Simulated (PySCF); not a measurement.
Molecule: SMILES C=CCC#N (C₄H₅N). Atoms near the plane z = 0.6 Å, at the B3LYP/def2-SVP optimised geometry (x, y, z in Å): C1 (1.8, -0.9, -0.4), C2 (1.0, -0.2, 0.4), C3 (0.4, 1.1, 0.0), C4 (-1.1, 1.1, 0.0), N5 (-2.2, 1.1, 0.0), H6 (2.2, -1.9, -0.1), H8 (0.7, -0.7, 1.3), H10 (0.7, 1.9, 0.7).

Calculation: PySCF 2.14.0 with B3LYP/def2-TZVP. Cells within 0.4 Å of a nucleus heavier than hydrogen are left out (blank, or x). The values are rescaled to run from 0 to 1.

```
|000000000000000000000000000|
|000000000000000000000000000|
|000000000000000000000000000|
|000000000000011111000000000|
|000001122211223332100000000|
|000122333333345554310000000|
|001234455554566765420000000|
|012355666666678986431000000|
|013467787777789987531000000|
|023568998888889987532100000|
|023578999988889986543210000|
|023568888888788887654321000|
|013456777777778998765432000|
|0023455666556789x9876432100|
|001233444444578xx9876542100|
|000012233334578999876543100|
|000000111123467888776543100|
|000000000012456666776543100|
|000000000001234555676543100|
|000000000000123345566542100|
|000000000000011234455432000|
|000000000000000122343321000|
|000000000000000001222110000|
|000000000000000000000000000|
|000000000000000000000000000|
|000000000000000000000000000|
|000000000000000000000000000|
```
Scale: ten equal steps from 0.000 (start of '0') to 1.00 (end of '9'), in the order '0123456789'; x runs from -4.50 to 4.50, y from -4.50 (bottom) to 4.50 (top).

Q: Which quantity is mapped?
A) log10 of the electron density
B) electrostatic potential
C) an orbital amplitude
D) electron localisation function

A: A, log10 of the electron density. In full: log10 of the electron density (e/bohr³), floored at −4.
